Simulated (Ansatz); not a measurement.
Two structures of AlH$_{3}$S$_{2}$, closed shell, reached by relaxing down either side of one saddle point (PBE0-D4/def2-TZVP). Energies are electronic, without zero-point energy. Ansatz 0.2.0; basis: def2-TZVPP and def2-QZVPP; cores frozen in the correlated methods. Extrapolation: Hartree–Fock as exp(−7.88 √X), correlation as X^−2.97. First:

```
6
angstrom
Al -0.7722 0.3516 -0.0228
S 0.7989 1.3339 1.1278
S -0.4265 -1.5034 -1.1167
H 0.8665 -1.5997 -0.7645
H -2.2028 1.0030 -0.0652
H 1.7362 0.4148 0.8415
```

Second:

```xyz
6
angstrom
Al -1.1735 -0.1137 -0.3635
S 1.1778 0.7363 0.1004
S -0.8653 -1.7370 -1.5347
H 1.6132 -0.5234 -0.0817
H -2.0176 0.9516 0.4366
H 1.2654 0.6863 1.4430
```

Problem. Which bonds change from the first to the second?

Solution. AlH₃S₂ ([SH][AlH][SH]) → AlHS ([AlH][S]) + H₂S (still joined by a long Al–S bond); bonds formed: S2–H4; bonds broken: S3–H4; bonds weakened to dative contacts: Al1–S2.

Problem. Give the saddle point's structure and its height above each. (An estimate is asked for; the value comes from the calculation.)

Solution. Computed: 169.2 kJ/mol above the first and 8.1 kJ/mol above the second (CCSD(T) at an estimated basis limit (MP2 extrapolated from triple and quadruple zeta, plus CCSD(T) − MP2 in triple zeta)).
```xyz
6
angstrom
Al -1.0725 0.0066 -0.2900
S 1.2366 0.8212 0.2034
S -0.5075 -1.7345 -1.2016
H 1.1913 -0.4414 -0.4132
H -2.1142 1.0504 0.2591
H 1.2662 0.2977 1.4423
```

T1 diagnostic: at most 0.018.

Labels in which every atom is bracketed show which atoms are joined, not bond orders.

For scale, one of the runs: CCSD(T)/def2-TZVPP, 168 basis functions, launched by `ansatz run in.yaml --threads 2 --pin off --events-out ev --progress --plain --max-ram 4352MiB`. Time: 15 s of wall clock on 2 CPU threads of an Arm Neoverse V2; the host was shared. Peak host memory: 1.2 GiB.
